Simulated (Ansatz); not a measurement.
Molecule (SMILES): O=[CH] (CH-O), doublet.
Atoms: C1, O2, H3. Bonds: C1-O2, C1-H3.

How fast the optimised C1-H3 bond length converges with the basis for several methods (Ansatz, a quantum-chemistry and plane-wave program): deviation from each method's own reference, in Å. References: B3LYP 1.1224 Å, the value in aug-pcseg-3; HF 1.1060 Å, the value in aug-pcseg-3; MP2 1.1153 Å, the value in aug-cc-pVQZ; PBE 1.1346 Å, the value in aug-pcseg-3. Cartesian d functions, on some or all atoms, in 6-31G*; all else is spherical. In correlated methods cores are frozen. Core-valence sets carry the plain set on hydrogen. Open shells are unrestricted. No added dispersion term, no relativity. The reference of a correlated method is not its basis-set limit, which lies further on.

```tsv
basis	functions	B3LYP	HF	MP2	PBE
6-31G*	32	0.0060	…	0.0082	0.0056
cc-pVDZ	33	0.0173	…	0.0202	0.0163
def2-SVP	33	0.0154	…	0.0146	0.0148
6-311G**	42	0.0052	…	0.0080	0.0050
6-311+G**	50	0.0026	…	0.0062	0.0017
jun-cc-pV(T+d)Z	92	0.0002	…	0.0008	0.0000
6-311++G(3df,3pd)	96	0.0003	…	0.0005	-0.0001
cc-pCVTZ	100	0.0022	…	0.0021	0.0027
aug-cc-pVTZ	115	0.0001	…	0.0008	-0.0001
cc-pVQZ	140	0.0008	…	0.0001	0.0010
def2-QZVPP	144	0.0003	…	-0.0001	0.0005
aug-cc-pVQZ	206	0.0001	…	0.0000	0.0001
```

Task: Complete the blanks.

Result: 
- 6-31G*, HF: 0.0002
- cc-pVDZ, HF: 0.0120
- def2-SVP, HF: 0.0092
- 6-311G**, HF: 0.0034
- 6-311+G**, HF: 0.0021
- jun-cc-pV(T+d)Z, HF: 0.0008
- 6-311++G(3df,3pd), HF: 0.0007
- cc-pCVTZ, HF: 0.0018
- aug-cc-pVTZ, HF: 0.0005
- cc-pVQZ, HF: 0.0009
- def2-QZVPP, HF: 0.0006
- aug-cc-pVQZ, HF: 0.0006

Mean absolute deviation over 6-311G**, 6-311+G**, jun-cc-pV(T+d)Z, 6-311++G(3df,3pd), cc-pCVTZ, aug-cc-pVTZ: HF 0.0015, PBE 0.0016, B3LYP 0.0018, MP2 0.0030 Å.
